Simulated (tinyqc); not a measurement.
Ways to converge the cycle: SCF convergence aids in the sto-6g basis, for H3O+, spin multiplicity 1. Computed by the program tinyqc with PySCF. RHF with one setting changed at a time; a run stops when the energy changes by less than 1e-09 hartree and the error matrix is below 1e-5. The start is the Wolfsberg-Helmholz matrix. Damping d keeps d of the old density; a shift (hartree) raises the virtual levels; DIIS n extrapolates F over n matrices.

Geometry (angstrom):
```
atom,x,y,z
O,0.0000,0.0000,0.2600
H,0.9570,0.0000,0.0000
H,-0.4790,0.8290,0.0000
H,-0.4790,-0.8290,0.0000
```

lowest restricted solution found by these runs and by PySCF = -76.042605 hartree

Largest element of the error matrix X^T (FDS - SDF) X:
```
iteration,plain,damping 0.3,damping 0.6,shift 0.4,DIIS 3,DIIS 8
1,6.0e-01,6.0e-01,6.0e-01,6.0e-01,6.0e-01,6.0e-01
2,9.0e-02,2.0e-01,3.7e-01,1.2e-01,9.0e-02,9.0e-02
3,2.3e-02,6.7e-02,2.3e-01,5.3e-02,1.6e-02,1.6e-02
4,6.7e-03,3.5e-02,1.4e-01,2.2e-02,2.4e-03,2.4e-03
5,2.3e-03,1.8e-02,8.9e-02,9.5e-03,8.7e-04,8.8e-04
6,9.0e-04,8.8e-03,5.5e-02,4.9e-03,2.3e-04,1.0e-05
8,1.5e-04,2.2e-03,2.6e-02,1.6e-03,5.7e-06,-
10,2.6e-05,6.6e-04,1.3e-02,5.1e-04,-,-
14,-,7.5e-05,3.5e-03,5.8e-05,-,-
20,-,-,4.8e-04,-,-,-
30,-,-,3.1e-05,-,-,-
```

How each run ends:
```
run,iterations,E (hartree),state
plain,12,-76.042605,lowest found
damping 0.3,19,-76.042605,lowest found
damping 0.6,39,-76.042605,lowest found
shift 0.4,18,-76.042605,lowest found
DIIS 3,8,-76.042605,lowest found
DIIS 8,7,-76.042605,lowest found
```

What does the comparison show, and why?

6 of 6 runs reach the lowest restricted solution found, in 7 to 39 iterations (fastest: DIIS 8). Plain steps already contract here, so damping only slows them. DIIS 3 and DIIS 8 gain by cancelling the error over several earlier matrices, much as a quasi-Newton step does.
